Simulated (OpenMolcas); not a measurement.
## How basis sets differ on AlHF (SMILES [F][AlH])

The species is AlHF (3 atoms), meant as a doublet with charge 0. SMILES: `[F][AlH]`. Geometry: relaxed at PBE0-D4/def2-TZVP.

```xyz
3

F     0.9071    0.8932    0.5856
Al   -0.4325    0.3180   -0.1995
H    -0.4854   -1.2761   -0.3993
```

Each level gives the dipole moment (D). The values are calculated.

| level | kind | program | value (D) |
| --- | --- | --- | --- |
| UHF/STO-3G | Hartree–Fock | OpenMolcas | 2.11 |
| UHF/3-21G | Hartree–Fock | OpenMolcas | 2.06 |
| UHF/def2-SVP | Hartree–Fock | OpenMolcas | 1.97 |
| UHF/aug-pcseg-1 | Hartree–Fock | OpenMolcas | 1.79 |

The values span 1.79 to 2.11 D. Sets without polarisation functions give poor dipoles.
